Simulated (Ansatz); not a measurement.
## Molecular dynamics of CH₅O₂, charge +1

Input:

```yaml
crystal:
  periodic: [false, false, false]
  atoms:
    - { symbol: O, position_ang: [-1.333506, 0.530996, -0.325888] }
    - { symbol: C, position_ang: [-0.033959, 0.602637, -0.22093] }
    - { symbol: O, position_ang: [0.453773, -0.702834, 0.837162] }
    - { symbol: H, position_ang: [-1.628064, 0.044083, -1.116957] }
    - { symbol: H, position_ang: [0.577242, 0.393513, -1.098141] }
    - { symbol: H, position_ang: [0.293454, 1.398157, 0.440936] }
    - { symbol: H, position_ang: [1.413235, -0.684922, 1.025433] }
    - { symbol: H, position_ang: [0.257825, -1.581629, 0.458385] }
total_charge: 1
basis:
  gaussian: { orbitals: def2-mTZVP }
hamiltonian:
  xc: r2scan
md:
  timestep: 0.5
  n_steps: 300
  ensemble: nvt_langevin
  temperature: 500.0
  initial_velocities: maxwell_boltzmann
  seed: 993307
  friction: 0.05
scf:
  lower_state_search: "off"
```

Command:

```bash
$ ansatz run input.yaml --threads 1 --pin off --max-ram 2048MiB --backend cpu --events-out ev --progress --plain --runs-dir out
```

It starts from a relaxed structure.

Output, in part (one step line in 6, the closing report, with atoms numbered from 0):

```
md step     0: t =     0.00 fs  T =   437.5 K  F+E_penalty+E_count = -5203.20921571 eV  E_kin = 0.452410 eV  (16 SCF iters)
md step     6: t =     3.00 fs  T =   302.8 K  F+E_penalty+E_count = -5203.11319785 eV  E_kin = 0.313111 eV  (23 SCF iters)
md step    12: t =     6.00 fs  T =   367.0 K  F+E_penalty+E_count = -5202.99944484 eV  E_kin = 0.379498 eV  (23 SCF iters)
md step    18: t =     9.00 fs  T =   323.1 K  F+E_penalty+E_count = -5203.06226711 eV  E_kin = 0.334159 eV  (23 SCF iters)
md step    24: t =    12.00 fs  T =   269.7 K  F+E_penalty+E_count = -5203.00686330 eV  E_kin = 0.278921 eV  (23 SCF iters)
md step    30: t =    15.00 fs  T =   422.3 K  F+E_penalty+E_count = -5203.01788761 eV  E_kin = 0.436740 eV  (23 SCF iters)
md step    36: t =    18.00 fs  T =   350.8 K  F+E_penalty+E_count = -5202.90438552 eV  E_kin = 0.362730 eV  (23 SCF iters)
md step    42: t =    21.00 fs  T =   527.6 K  F+E_penalty+E_count = -5203.02562539 eV  E_kin = 0.545553 eV  (22 SCF iters)
md step    48: t =    24.00 fs  T =   427.8 K  F+E_penalty+E_count = -5202.99369225 eV  E_kin = 0.442329 eV  (23 SCF iters)
md step    54: t =    27.00 fs  T =   247.9 K  F+E_penalty+E_count = -5202.97589661 eV  E_kin = 0.256341 eV  (23 SCF iters)
md step    60: t =    30.00 fs  T =   243.0 K  F+E_penalty+E_count = -5202.96614092 eV  E_kin = 0.251314 eV  (23 SCF iters)
md step    66: t =    33.00 fs  T =   422.7 K  F+E_penalty+E_count = -5203.00771853 eV  E_kin = 0.437095 eV  (23 SCF iters)
md step    72: t =    36.00 fs  T =   167.6 K  F+E_penalty+E_count = -5202.72296484 eV  E_kin = 0.173354 eV  (22 SCF iters)
md step    78: t =    39.00 fs  T =   489.4 K  F+E_penalty+E_count = -5202.91487857 eV  E_kin = 0.506064 eV  (22 SCF iters)
md step    84: t =    42.00 fs  T =   518.3 K  F+E_penalty+E_count = -5202.90454510 eV  E_kin = 0.535986 eV  (23 SCF iters)
md step    90: t =    45.00 fs  T =   353.1 K  F+E_penalty+E_count = -5202.88451033 eV  E_kin = 0.365129 eV  (22 SCF iters)
md step    96: t =    48.00 fs  T =   467.0 K  F+E_penalty+E_count = -5202.88245463 eV  E_kin = 0.482913 eV  (22 SCF iters)
md step   102: t =    51.00 fs  T =   466.1 K  F+E_penalty+E_count = -5203.02673592 eV  E_kin = 0.481987 eV  (21 SCF iters)
md step   108: t =    54.00 fs  T =   454.7 K  F+E_penalty+E_count = -5202.96472202 eV  E_kin = 0.470218 eV  (23 SCF iters)
md step   114: t =    57.00 fs  T =   463.3 K  F+E_penalty+E_count = -5203.08709530 eV  E_kin = 0.479125 eV  (21 SCF iters)
md step   120: t =    60.00 fs  T =   650.1 K  F+E_penalty+E_count = -5203.06037682 eV  E_kin = 0.672226 eV  (23 SCF iters)
md step   126: t =    63.00 fs  T =   550.5 K  F+E_penalty+E_count = -5202.91041410 eV  E_kin = 0.569210 eV  (23 SCF iters)
md step   132: t =    66.00 fs  T =   511.7 K  F+E_penalty+E_count = -5202.95409673 eV  E_kin = 0.529125 eV  (23 SCF iters)
md step   138: t =    69.00 fs  T =   503.9 K  F+E_penalty+E_count = -5202.95146509 eV  E_kin = 0.521088 eV  (23 SCF iters)
md step   144: t =    72.00 fs  T =   521.4 K  F+E_penalty+E_count = -5202.87213684 eV  E_kin = 0.539169 eV  (23 SCF iters)
md step   150: t =    75.00 fs  T =   621.3 K  F+E_penalty+E_count = -5202.89950912 eV  E_kin = 0.642469 eV  (23 SCF iters)
md step   156: t =    78.00 fs  T =   404.6 K  F+E_penalty+E_count = -5202.96026602 eV  E_kin = 0.418406 eV  (23 SCF iters)
md step   162: t =    81.00 fs  T =   537.3 K  F+E_penalty+E_count = -5202.90394893 eV  E_kin = 0.555655 eV  (23 SCF iters)
md step   168: t =    84.00 fs  T =   612.4 K  F+E_penalty+E_count = -5202.96274190 eV  E_kin = 0.633240 eV  (21 SCF iters)
md step   174: t =    87.00 fs  T =   581.0 K  F+E_penalty+E_count = -5202.97846726 eV  E_kin = 0.600753 eV  (21 SCF iters)
md step   180: t =    90.00 fs  T =   452.2 K  F+E_penalty+E_count = -5202.72781846 eV  E_kin = 0.467608 eV  (23 SCF iters)
md step   186: t =    93.00 fs  T =   327.5 K  F+E_penalty+E_count = -5202.72433445 eV  E_kin = 0.338640 eV  (21 SCF iters)
md step   192: t =    96.00 fs  T =   446.9 K  F+E_penalty+E_count = -5202.87305207 eV  E_kin = 0.462152 eV  (22 SCF iters)
md step   198: t =    99.00 fs  T =   502.2 K  F+E_penalty+E_count = -5202.99531358 eV  E_kin = 0.519340 eV  (23 SCF iters)
md step   204: t =   102.00 fs  T =   309.4 K  F+E_penalty+E_count = -5202.86592758 eV  E_kin = 0.319920 eV  (23 SCF iters)
md step   210: t =   105.00 fs  T =   283.5 K  F+E_penalty+E_count = -5202.73182499 eV  E_kin = 0.293165 eV  (23 SCF iters)
md step   216: t =   108.00 fs  T =   515.4 K  F+E_penalty+E_count = -5202.97074570 eV  E_kin = 0.532996 eV  (23 SCF iters)
md step   222: t =   111.00 fs  T =   643.3 K  F+E_penalty+E_count = -5203.16179055 eV  E_kin = 0.665270 eV  (23 SCF iters)
md step   228: t =   114.00 fs  T =   329.2 K  F+E_penalty+E_count = -5202.93185834 eV  E_kin = 0.340443 eV  (22 SCF iters)
md step   234: t =   117.00 fs  T =   282.9 K  F+E_penalty+E_count = -5202.91546380 eV  E_kin = 0.292557 eV  (22 SCF iters)
md step   240: t =   120.00 fs  T =   386.9 K  F+E_penalty+E_count = -5202.98182294 eV  E_kin = 0.400098 eV  (23 SCF iters)
md step   246: t =   123.00 fs  T =   556.1 K  F+E_penalty+E_count = -5203.06931710 eV  E_kin = 0.575007 eV  (23 SCF iters)
md step   252: t =   126.00 fs  T =   373.9 K  F+E_penalty+E_count = -5202.90262071 eV  E_kin = 0.386621 eV  (23 SCF iters)
md step   258: t =   129.00 fs  T =   408.5 K  F+E_penalty+E_count = -5202.92975815 eV  E_kin = 0.422437 eV  (23 SCF iters)
md step   264: t =   132.00 fs  T =   322.1 K  F+E_penalty+E_count = -5202.95867532 eV  E_kin = 0.333047 eV  (23 SCF iters)
md step   270: t =   135.00 fs  T =   299.9 K  F+E_penalty+E_count = -5202.94821593 eV  E_kin = 0.310160 eV  (23 SCF iters)
md step   276: t =   138.00 fs  T =   348.8 K  F+E_penalty+E_count = -5202.98404864 eV  E_kin = 0.360686 eV  (22 SCF iters)
md step   282: t =   141.00 fs  T =   251.2 K  F+E_penalty+E_count = -5202.89856193 eV  E_kin = 0.259732 eV  (23 SCF iters)
md step   288: t =   144.00 fs  T =   466.1 K  F+E_penalty+E_count = -5203.02074419 eV  E_kin = 0.481954 eV  (23 SCF iters)
md step   294: t =   147.00 fs  T =   376.9 K  F+E_penalty+E_count = -5203.04284814 eV  E_kin = 0.389752 eV  (22 SCF iters)
md step   300: t =   150.00 fs  T =   345.6 K  F+E_penalty+E_count = -5202.94153920 eV  E_kin = 0.357355 eV  (22 SCF iters)
Total energy: -5202.94154688 eV, -191.2045751674 hartree
Atom 0 at    -1.525571     0.276695    -0.399295 Å, force     2.047388     0.555478     0.191112 eV/Å
Atom 1 at    -0.245571     0.556991    -0.232016 Å, force    -0.691625    -0.775062     1.127842 eV/Å
Atom 2 at     0.451510    -0.812702     0.943784 Å, force    -0.543174    -0.390472     0.745192 eV/Å
Atom 3 at    -1.580710    -0.323441    -1.143542 Å, force    -0.718302    -0.420207    -0.980276 eV/Å
Atom 4 at     0.537116     0.463382    -1.024780 Å, force    -0.849478    -0.105638     0.544101 eV/Å
Atom 5 at    -0.060354     1.157087     0.644234 Å, force    -0.019328     0.903686    -0.450198 eV/Å
Atom 6 at     0.433990    -1.702282     0.564238 Å, force     0.281023    -0.348480    -0.453765 eV/Å
Atom 7 at    -0.126193    -0.943529     1.748666 Å, force     0.493496     0.580695    -0.724007 eV/Å
Dipole moment:     0.112966    -0.362149    -0.154302 e Å
```

The run went to its last step. The mean temperature of the second half is 16 % below the set value. A run of 0.15 ps of so small a system gives no equilibrium averages. Limits of this set-up: the dipole of an ion depends on the origin.

It ends as CH3O + H2O (total charge +1) by the count below, though a long contact still joins these pieces: C2–O3, 1.94 Å. Pairs count as bonded within 1.25 times the sum of covalent radii (0.12 Å more for H–H).

Last frame:

```xyz
8
Properties=species:S:1:pos:R:3
O -1.526 0.277 -0.399
C -0.246 0.557 -0.232
O 0.452 -0.813 0.944
H -1.581 -0.323 -1.143
H 0.537 0.463 -1.025
H -0.060 1.157 0.644
H 0.434 -1.702 0.564
H -0.126 -0.944 1.749
```

Run time: 8.1 min on 1 thread of Arm Neoverse V2, with other jobs on the host, peak memory 0.09 GiB.
